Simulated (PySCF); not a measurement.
These are B3LYP-D3(BJ)/def2-TZVP // PBE0-D4/def2-TZVP (PySCF) values and carry that method's errors. Isolated molecules, 0 K electronic values unless said otherwise. One relaxed conformer stands for a flexible species; it need not be the lowest. B3LYP has the VWN-RPA correlation part, as in Gaussian. 

Reference species (SMILES): `[CH2]C` (neutral, multiplicity 2).

```json
{
  "highest_occupied_spin_orbital": "-5.61 eV"
}
```

Changed species: `C=CC[O]` (C–C–C–O torsion 0°) (radical fragment; the reference has radical fragment).

Q: Predict the effect on the highest occupied spin orbital.

A: the highest occupied spin orbital falls by 1.86 eV, to -7.47 eV.
